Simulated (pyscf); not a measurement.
7 organic steps of one kind (addition across a multiple bond or ene-type step, closed-shell): reaction energy in kJ/mol, from the separated reactants or the lowest minimum found. PySCF, gas phase, ωB97X-D3(BJ)/def2-SVP geometries. Functionals in def2-TZVP; the last column is ωB97M-D3(BJ)/def2-TZVP. Rows were drawn at random from the steps of this kind and element class whose saddle was verified and whose references are stable.

```json
[
 {"step": "H₂C=CH–CH=CH₂ + H₂O -> H₂C=CH–CH(CH₃)–OH", "PBE": "-49.5", "PBE0-D3(BJ)": "-66.5", "r²SCAN": "-57.3", "ωB97M-D3(BJ)": "-58.4"},
 {"step": "H₂ + H₂C=CH–CH=CH₂ → H₃C–CH=CH–CH₃", "PBE": "-150.4", "PBE0-D3(BJ)": "-167.8", "r²SCAN": "-153.2", "ωB97M-D3(BJ)": "-157.4"},
 {"step": "H₂C=C=CH₂ + HF → H₂C=CH–CH₂–F", "PBE": "…", "PBE0-D3(BJ)": "-110.1", "r²SCAN": "-103.4", "ωB97M-D3(BJ)": "-101.0"},
 {"step": "HC≡C–CH₃ + H₃C–OH → H₃C–C(CH₃)=CH–OH", "PBE": "…", "PBE0-D3(BJ)": "-206.8", "r²SCAN": "-196.8", "ωB97M-D3(BJ)": "-184.1"},
 {"step": "H₂C=CH–CH=CH₂ + HCl → H₂C=CH–CH₂–CH₂–Cl", "PBE": "-61.5", "PBE0-D3(BJ)": "-78.9", "r²SCAN": "-65.6", "ωB97M-D3(BJ)": "-68.2"},
 {"step": "HC≡N + HC≡CH -> :C=CH–CH=NH [singlet]", "PBE": "+126.1", "PBE0-D3(BJ)": "+115.5", "r²SCAN": "+127.0", "ωB97M-D3(BJ)": "+136.1"},
 {"step": "H₂S + H₂C=CH₂ → H₃C–CH₂–SH", "PBE": "-102.2", "PBE0-D3(BJ)": "-117.7", "r²SCAN": "-106.5", "ωB97M-D3(BJ)": "-100.0"}
]
```

Some entries are withheld; supply them.


- H₂C=C=CH₂ + HF → H₂C=CH–CH₂–F, PBE: -95.0
- HC≡C–CH₃ + H₃C–OH → H₃C–C(CH₃)=CH–OH, PBE: -191.5

Differences from the last column (kJ/mol): PBE: mean +1.3, median +6.0, mean size 6.9, lower in 3 of 7; PBE0-D3(BJ): mean -14.2, median -10.7, mean size 14.2, lower in 7 of 7; r²SCAN: mean -3.3, median -2.4, mean size 5.5, lower in 4 of 7. PBE is closest for row 7 (2.2 kJ/mol apart) and farthest for row 6 (10.0 kJ/mol). PBE, r²SCAN and M06-2X carry no added dispersion term. The last column is a level with limits of its own.
